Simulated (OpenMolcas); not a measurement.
# Multireference states of Mg₂⁻

Which states of Mg₂⁻ lie lowest, and how does spin–orbit coupling split them?

Program: OpenMolcas 26.06. Level of theory: SA-CASSCF(5,8), XMS-CASPT2, RASSI; ANO-RCC-VTZP. These are calculated values, not measurements.

## Step 1: Set-up

C2 symmetry about the axis (a holds Σ, Δ, Γ; b holds Π, Φ, H; Σ⁺ and Σ⁻ are not told apart); roots by multiplicity and irrep: 2b 6, 2a 8, 4a 5, 4b 4.

Active shells: Mg 3s 3p, Mg 3s 3p.

Contents of m.inp:

```
&GATEWAY
Coord
2
angstrom
Mg 0.0 0.0 0.0
Mg 0.0 0.0 3.1710
Basis=ANO-RCC-VTZP
Group=XY
RX2C
AMFI
ANGMom
0.0 0.0 0.0
RICD
&SEWARD
&GUESSORB
&RASSCF
FileOrb=$CurrDir/o22.orb
Symmetry=2
Spin=2
nActEl=5 0 0
Inactive=6 4
RAS2=4 4
CIRoot=6 6 1
Linear
Iterations=120 100
OrbListing=Nothing
PRWF=0.15
>>COPY $Project.RasOrb $CurrDir/o22.orb
>>COPY $Project.rasscf.h5 $CurrDir/r22.h5
&CASPT2
XMultistate=all
Imaginary=0.2
IPEA=0.25
MaxIter=40
>>COPY $Project.JobMix JOB001
&RASSCF
FileOrb=$CurrDir/o21.orb
Symmetry=1
Spin=2
nActEl=5 0 0
Inactive=6 4
RAS2=4 4
CIRoot=8 8 1
Linear
Iterations=120 100
OrbListing=Nothing
PRWF=0.15
>>COPY $Project.RasOrb $CurrDir/o21.orb
>>COPY $Project.rasscf.h5 $CurrDir/r21.h5
&CASPT2
XMultistate=all
Imaginary=0.2
IPEA=0.25
MaxIter=40
>>COPY $Project.JobMix JOB002
&RASSCF
FileOrb=$CurrDir/o41.orb
Symmetry=1
Spin=4
nActEl=5 0 0
Inactive=6 4
RAS2=4 4
CIRoot=5 5 1
Linear
Iterations=120 100
OrbListing=Nothing
PRWF=0.15
>>COPY $Project.RasOrb $CurrDir/o41.orb
>>COPY $Project.rasscf.h5 $CurrDir/r41.h5
&CASPT2
XMultistate=all
Imaginary=0.2
IPEA=0.25
MaxIter=40
>>COPY $Project.JobMix JOB003
&RASSCF
FileOrb=$CurrDir/o42.orb
Symmetry=2
Spin=4
nActEl=5 0 0
Inactive=6 4
RAS2=4 4
CIRoot=4 4 1
Linear
Iterations=120 100
OrbListing=Nothing
PRWF=0.15
>>COPY $Project.RasOrb $CurrDir/o42.orb
>>COPY $Project.rasscf.h5 $CurrDir/r42.h5
&CASPT2
XMultistate=all
Imaginary=0.2
IPEA=0.25
MaxIter=40
>>COPY $Project.JobMix JOB004
&RASSI
Nr of JobIphs=4 6 8 5 4
1 2 3 4 5 6
1 2 3 4 5 6 7 8
1 2 3 4 5
1 2 3 4
SpinOrbit
EJob
Omega
MEES
MESO
Properties=4
'AngMom' 3 'Mltpl  1' 1 'Mltpl  1' 2 'Mltpl  1' 3
Thrs=1.0d-4
>>COPY $Project.rassi.h5 $CurrDir/so.h5
```

Each module block was a call of its own in one work directory; start orbitals came from a preliminary run.

Run with:

```sh
> pymolcas m.inp
```

## Step 2: The spin-free blocks

Output, in excerpt (excerpt; [...] marks lines left out):

```text
[...]
      Number of active orbitals                  8
[...]
      Spin quantum number                      0.5
[...]
      Active orbitals                            4   4
[...]
      printout of CI-coefficients larger than  0.15 for root  1
      energy=    -399.861453
      conf/sym  1111 2222     Coeff  Weight
            23  0220 00u0  -0.92233 0.85070
            67  0202 00u0   0.18076 0.03268
      printout of CI-coefficients larger than  0.15 for root  2
      energy=    -399.861453
      conf/sym  1111 2222     Coeff  Weight
            24  0220 000u   0.92233 0.85070
[...]
      Natural orbitals and occupation numbers for root  1
      sym 1:   0.025520   1.914800   1.815393   0.121702
      sym 2:   0.037637   0.055104   0.981226   0.048618
      Natural orbitals and occupation numbers for root  2
      sym 1:   0.025520   1.914801   1.815393   0.121702
      sym 2:   0.055104   0.037637   0.048618   0.981226
      Natural orbitals and occupation numbers for root  3
      sym 1:   0.022581   1.900044   1.650870   0.307573
[...]
::    RASSCF root number  1 Total energy:   -399.86145290
::    RASSCF root number  2 Total energy:   -399.86145288
[...]
      Number of CSFs                           504
[...]
      Natural orbitals and occupation numbers for root  5
      sym 1:   0.021876   1.722081   1.042894   0.197642
      sym 2:   0.142468   0.142469   0.865284   0.865285
      Natural orbitals and occupation numbers for root  6
      sym 1:   0.012360   1.752327   1.048748   0.156453
      sym 2:   0.444332   0.444332   0.570724   0.570724
      Natural orbitals and occupation numbers for root  7
      sym 1:   0.011846   1.397257   1.271667   0.294272
      sym 2:   0.243649   0.243650   0.768829   0.768830
      Natural orbitals and occupation numbers for root  8
      sym 1:   0.011846   1.397257   1.271667   0.294272
      sym 2:   0.243650   0.243650   0.768829   0.768830
      RASSCF energy for state  8                   -399.76528325
::    RASSCF root number  1 Total energy:   -399.84605637
[...]
::    RASSCF root number  8 Total energy:   -399.76528325
[...]
      Reference weight:           0.94832
[...]
::    XMS-CASPT2 Root  1     Total energy:   -400.25104673
::    XMS-CASPT2 Root  2     Total energy:   -400.18475649
::    XMS-CASPT2 Root  3     Total energy:   -400.18469308
[...]
```

Spin-free states (degenerate pairs once).

```csv
state,CASSCF root of the same rank (eV),XMS-CASPT2 (eV)
(1)2Π,0.00,0.000
(1)2Σ,0.42,0.152
(2)2Π,1.38,1.279
(1)4Σ,1.04,1.281
(1)4Π,1.15,1.370
(1)2Δ,1.82,1.956
(2)2Σ,1.94,2.065
(2)4Σ,1.81,2.117
(3)2Π,2.32,2.284
(3)2Σ,2.17,2.287
(2)4Π,2.04,2.307
(1)4Δ,2.22,2.474
(4)2Σ,2.34,2.535
(3)4Σ,2.30,2.546
(2)2Δ,2.62,2.875
```

XMS-CASPT2 splits the two components of a degenerate state by up to 14 cm⁻¹ here, an artefact of the lowered symmetry; the lower one is listed, and the split carries into the Ω levels (unreadable Ω is marked ?).

State-averaged natural occupations by block (full and empty orbitals left out): 2b: 0.04 1.90 1.52 0.43 0.18 0.18 0.37 0.37; 2a: 0.02 1.71 1.19 0.29 0.18 0.18 0.71 0.71; 4a: 0.01 1.75 1.10 0.09 0.36 0.36 0.66 0.66; 4b: 0.04 1.67 1.22 0.98 0.17 0.17 0.38 0.38. Reference weights run from 0.931 to 0.951.

## Step 3: From Λ–S states to Ω levels

RASSI output, in excerpt (excerpt; [...] marks lines left out):

```text
[...]
   Eigenvalues of complex Hamiltonian:
  (Shifted by EMIN (a.u.) =       -400.2566215310)
 SO State       Relative EMIN(au)   Rel lowest level(eV)    D:o, cm**(-1)      Omega
     1            -0.0000443867        0.0000000000              0.0000         0.5
     2            -0.0000443867        0.0000000000              0.0000         0.5
     3             0.0000443646        0.0024150470             19.4787         1.5
     4             0.0000443646        0.0024150470             19.4787         1.5
     5             0.0055745827        0.1528999475           1233.2212         0.5
     6             0.0055745827        0.1528999475           1233.2212         0.5
     7             0.0469596678        1.2790454835          10316.1975         0.5
     8             0.0469596678        1.2790454835          10316.1975         0.5
     9             0.0470578130        1.2817161505          10337.7379         1.5
    10             0.0470578130        1.2817161505          10337.7379         1.5
    11             0.0470705407        1.2820624877          10340.5313         0.5
    12             0.0470705407        1.2820624877          10340.5313         0.5
    13             0.0470707309        1.2820676633          10340.5731         1.5
    14             0.0470707309        1.2820676633          10340.5731         1.5
[...]
```

It took 34 s on 1 thread, shared host.

Levels:

```tsv
Ω	energy (cm⁻¹)	parentage	f from lowest
1/2	0	100% (1)2Π	0
3/2	19	100% (1)2Π	0
1/2	1233	100% (1)2Σ	0.00039
1/2	10316	100% (2)2Π	0.033
3/2	10338	100% (2)2Π	0
1/2	10341	100% (1)4Σ	0
3/2	10341	100% (1)4Σ	0
1/2	11045	100% (1)4Π	0
1/2	11053	100% (1)4Π	0
3/2	11061	100% (1)4Π	0
5/2	11069	100% (1)4Π	0
?	15782	99% (1)2Δ	0
?	15782	99% (1)2Δ	0
?	15796	99% (1)2Δ	0
?	15796	99% (1)2Δ	0
1/2	16667	100% (2)2Σ	0
3/2	17081	100% (2)4Σ	0
1/2	17081	100% (2)4Σ	0
3/2	18427	100% (3)2Π	0
1/2	18431	100% (3)2Π	0.019
1/2	18453	100% (3)2Σ	0
1/2	18605	100% (2)4Π	0
1/2	18614	100% (2)4Π	0
3/2	18623	100% (2)4Π	0
5/2	18632	100% (2)4Π	0
1/2	19939	100% (1)4Δ	0
3/2	19955	100% (1)4Δ	0
5/2	19971	100% (1)4Δ	0
7/2	19986	100% (1)4Δ	0
1/2	20452	97% (4)2Σ + 3% (3)4Σ	0.00068
```

All 13 distances took 7.4 min on 1 thread, shared host; 9 of them failed the checks on weights, roots and symmetry and are left out.

## Step 4: Results

| quantity | value |
| --- | --- |
| lowest spin-free state | (1)2Π |
| next spin-free state | (1)2Σ, 0.152 eV |
| lowest level | Ω = 1/2, 100 % (1)2Π |
| next level | Ω = 3/2, 19 cm⁻¹ |
| lowering by spin–orbit coupling | 10 cm⁻¹ |

**Reading.** At 3.171 Å the lowest computed level has Ω = 1/2 and is 100 % (1)2Π. The levels that stem mainly from (1)2Π spread over 19 cm⁻¹. For an anion a finite basis holds the extra electron even where it would leave, so these states may be resonances, unbound against the neutral molecule. g and u states are not told apart. Only the spin multiplicities and numbers of roots in the input were computed, so the list of states is not complete and the lowest one found need not be the ground state; labels number the states computed.
